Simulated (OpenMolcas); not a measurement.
**PH3 (phosphine): entropy by statistical mechanics**

A singlet with charge 0, relaxed at HF/cc-pVTZ (OpenMolcas 26.06):

```xyz
4

P     0.3269   -0.3085   -0.3144
H     0.6455   -0.0415    1.0310
H    -1.0090   -0.6775   -0.0652
H     0.0366    1.0275   -0.6512
```

Harmonic wavenumbers in cm⁻¹: 1101, 1233, 1233, 2530, 2530, 2532.

Masses in u: P 30.974, H 1.008. Take T = 298.15 K, p = 1 bar, R = 8.3145 J/(mol K), kT/hc = 207.22 cm⁻¹, rigid rotor and harmonic oscillator.

Task: Compute the standard molar entropy.

Result: 
1. Translation (Sackur–Tetrode): S = R[3/2 ln M + 5/2 ln T − 1.1517] with M = 33.998 gives 152.8 J/(mol K).
2. Rotation: principal moments 3.663, 3.663, 4.378 u Å² give A, B, C = 4.6023, 4.6021, 3.8503 cm⁻¹; the symmetry number is σ = 3; q = (√π/σ)√((kT/hc)³/ABC) = 195; S = R(ln q + 3/2) = 56.3.
3. Vibration: with u = ν̃/207.22, each mode gives R[u/(eᵘ − 1) − ln(1 − e⁻ᵘ)]; the sum is 0.6, most from 1101 cm⁻¹ (0.3), 1233 cm⁻¹ (0.2), 1233 cm⁻¹ (0.2).
4. Spin: R ln 1 = 0.0.
5. Sum: 152.8 + 56.3 + 0.6 + 0.0 = 209.7 J/(mol K).

The tabulated value is 210.2 J/(mol K) (CRC Handbook of Chemistry and Physics): the model is off by -0.5. Unscaled Hartree–Fock wavenumbers run high.
